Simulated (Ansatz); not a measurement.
# How far each method lies from UCCSDT(Q) for Cl–CH–Ga, doublet

Geometry: a PBE0/def2-TZVP stationary point for this spin, not checked as a minimum.

```xyz
4

Cl    0.0000   -0.2243    1.9932
C     0.0000    0.8739    0.6620
Ga    0.0000   -0.0640   -1.1423
H     0.0000    1.9032    1.0230
```

Basis cc-pVTZ; Ansatz 0.2.0. Correlated methods freeze the noble-gas cores and the filled d shells of p-block atoms, which leaves 15 electrons in 101 orbitals. R marks a restricted (for open shells ROHF) determinant, U an unrestricted one. No spin–orbit coupling is included, and no scalar relativity.

Full CI isn't at hand for all of this; UCCSDT(Q) serves as the reference, and is uncertain by the last step of the cluster series or more. The frozen core follows each run's orbitals, which can shift R against U totals by a few meV for light atoms and by up to 0.1 eV past Ca.

* UHF ⟨S²⟩: 0.770
* T1 diagnostic (RCCSD): 0.0218
* largest doubles amplitude (RCCSD): 0.078
* T1 diagnostic (UCCSD): 0.0200

| level | E − E(UCCSDT(Q)) (kJ/mol) | wall time |
| --- | --- | --- |
| UHF | 1142.8 | – |
| UMP2 | 151.6 | – |
| UCCSD | 53.2 | – |
| UCCSD(T) | 5.7 | 17 s (H100) |
| UCCSDT | 2.7 | – |

Run but not shown, since their state, orbitals or frozen core can't be matched to the reference's or they repeat it: RHF, RMP2, RCCSD, RCCSD(T), BCCD(T), RCCSDT, RCCSDT(Q).

Times hold each run's SCF and search for its determinant on a shared host, so for small cases they say little of a method's own cost. Some runs computed forces too.

Atomization energy (electronic, same basis, no zero-point term; atoms at the same level, unrestricted beside the R rows where the molecule is a closed shell, but restricted open-shell past Ca, as are all atoms' steps beyond CCSDT(Q)) at UCCSDT(Q): 1017.8 kJ/mol. Errors of other levels:

```json
{"level": "UHF", "error (kJ/mol)": "-282.7"}
{"level": "UMP2", "error (kJ/mol)": "22.0"}
{"level": "UCCSD", "error (kJ/mol)": "-26.6"}
{"level": "UCCSD(T)", "error (kJ/mol)": "-1.6"}
{"level": "UCCSDT", "error (kJ/mol)": "-2.2"}
```

This basis is far from its limit, so the value isn't to be set against a measured one.
